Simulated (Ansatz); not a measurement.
# UHF/3-21G run of Si2NH6 (SMILES N[SiH][SiH3])

What is the vertical doublet–quartet gap of Si2NH6 at UHF/3-21G? 

Program for the calculation: Ansatz 0.2.0.

26 further runs of the same task are left out: 26 set aside as unsound or not needed. Runs told in other sessions of the task aren't counted.

**1. The structure to begin with**

Si2NH6 has 9 atoms, charge 0, and is taken as a doublet. As SMILES, `N[SiH][SiH3]`. The coordinates come from a PBE0-D4/def2-TZVP relaxation. This is one conformer, not always the lowest.

Bond lengths: N1–Si2 1.725 Å, Si2–Si3 2.338 Å, N1–H4 1.007 Å, N1–H5 1.007 Å, Si2–H6 1.494 Å, Si3–H7 1.491 Å, Si3–H8 1.490 Å, Si3–H9 1.488 Å. Some angles: N1–Si2–Si3 110.8°, N1–Si2–H6 105.7°, Si3–Si2–H6 112.7°, Si2–N1–H4 121.0°, Si2–N1–H5 120.5°, Si2–Si3–H7 114.8°, Si2–Si3–H8 108.4°, Si2–Si3–H9 108.6°, H4–N1–H5 111.4°, H7–Si3–H8 107.8°.

**2. A single-point energy at UHF/3-21G**

The input, input.yaml:

```yaml
crystal:
  periodic: [false, false, false]
  atoms:
    - {symbol: N, position_ang: [-0.800100, 0.840300, -1.401300]}
    - {symbol: Si, position_ang: [-0.412600, 0.902100, 0.278900]}
    - {symbol: Si, position_ang: [0.627800, -1.077000, 0.962500]}
    - {symbol: H, position_ang: [-1.356700, 0.089900, -1.777700]}
    - {symbol: H, position_ang: [-0.920900, 1.689300, -1.930000]}
    - {symbol: H, position_ang: [0.461600, 2.102100, 0.448200]}
    - {symbol: H, position_ang: [1.938500, -1.353900, 0.307200]}
    - {symbol: H, position_ang: [-0.282400, -2.217000, 0.659800]}
    - {symbol: H, position_ang: [0.833300, -1.021900, 2.435300]}
basis:
  gaussian:
    orbitals: 3-21G.json
total_charge: 0
magnetization:
  spin_polarized: true
  initial_magnetization: 1
hamiltonian:
  xc: hf
accuracy: high
output: {orbitals: {seedname: orbitals}}
```

The basis set 3-21G is read from a file made from the Basis Set Exchange's data (not shown).

Launch:

```console
$ ansatz run input.yaml --threads 1 --pin off --max-ram 2610MiB --events-out events.jsonl --progress --plain --runs-dir runs
```

Standard output:

```text
Warning: RAYON_NUM_THREADS=1 ignored (pool sized by the plan → 1); use --threads N
Functional definition: HF
  name "HF"
  exchange = exact_x
  correlation = 0
1105 factors; integrals over basis functions are off by at most 6.0e-9 eV
mean field evaluation 1: about -17206.4809 eV, gradient 1.7e1 eV
mean field evaluation 2: about -17206.7459 eV, gradient 1.8e1 eV
mean field evaluation 4: about -17208.2887 eV, gradient 1.7e0 eV
mean field evaluation 8: about -17208.3285 eV, gradient 1.8e-1 eV
mean field evaluation 16: about -17208.3298 eV, gradient 4.6e-6 eV
mean field -17208.32975780 eV, -632.3944543741 hartree, gradient 1.9e-8 eV, S^2 0.755709; 0 other end points of the search recorded, 0 dependent functions left out
reference -17208.32975780 eV, -632.3944543741 hartree; 21, 20 occupied and 26, 27 virtual orbitals, 1105 factors
Total energy: -17208.32975780 eV, -632.3944543741 hartree
```

Wall time 0.38 s (1 thread of AMD EPYC 9R45 (Zen 5), shared host); peak memory 0.14 GiB.

**3. The quartet**

The input, molecule.yaml:

```yaml
crystal:
  periodic: [false, false, false]
  atoms:
    - {symbol: N, position_ang: [-0.800100, 0.840300, -1.401300]}
    - {symbol: Si, position_ang: [-0.412600, 0.902100, 0.278900]}
    - {symbol: Si, position_ang: [0.627800, -1.077000, 0.962500]}
    - {symbol: H, position_ang: [-1.356700, 0.089900, -1.777700]}
    - {symbol: H, position_ang: [-0.920900, 1.689300, -1.930000]}
    - {symbol: H, position_ang: [0.461600, 2.102100, 0.448200]}
    - {symbol: H, position_ang: [1.938500, -1.353900, 0.307200]}
    - {symbol: H, position_ang: [-0.282400, -2.217000, 0.659800]}
    - {symbol: H, position_ang: [0.833300, -1.021900, 2.435300]}
basis:
  gaussian:
    orbitals: 3-21G.json
magnetization:
  spin_polarized: true
  initial_magnetization: 3
total_charge: 0
hamiltonian:
  xc: hf
output: {orbitals: {seedname: orbitals}}
accuracy: high
```

The basis set 3-21G is read from a file made from the Basis Set Exchange's data (not shown).

Launch:

```console
$ ansatz run molecule.yaml --threads 1 --pin off --max-ram 2610MiB --events-out events.jsonl --progress --plain --runs-dir runs
```

Standard output (excerpt; [...] marks lines left out):

```text
Warning: RAYON_NUM_THREADS=1 ignored (pool sized by the plan → 1); use --threads N
[... 2 set-up lines as earlier in the session ...]
[...]
1106 factors; integrals over basis functions are off by at most 6.0e-9 eV
[...]
mean field -17202.39080440 eV, -632.1762018625 hartree, gradient 3.5e-8 eV, S^2 3.769058; 4 other end points of the search recorded, 0 dependent functions left out
reference -17202.39080440 eV, -632.1762018625 hartree; 22, 19 occupied and 25, 28 virtual orbitals, 1106 factors
Total energy: -17202.39080440 eV, -632.1762018625 hartree
```

Run time: 1.3 s. Hardware: 1 thread of AMD EPYC 9R45 (Zen 5), shared host; peak memory 0.17 GiB.

**4. Results**

Level: UHF/3-21G.

| quantity | value |
| --- | --- |
| doublet: total energy | -632.39445 Eh |
| doublet: HOMO energy (highest over α and β) | -7.58 eV |
| doublet: LUMO energy (lowest over α and β) | 1.55 eV |
| doublet: ⟨S²⟩ | 0.756 |
| quartet: total energy | -632.17620 Eh |
| quartet: HOMO energy (highest over α and β) | -3.05 eV |
| quartet: LUMO energy (lowest over α and β) | -0.68 eV |
| quartet: ⟨S²⟩ | 3.769 |
| vertical energy of the quartet above the doublet | 5.939 eV |

In words: At this shape the quartet lies 5.94 eV (573 kJ/mol) above the doublet.
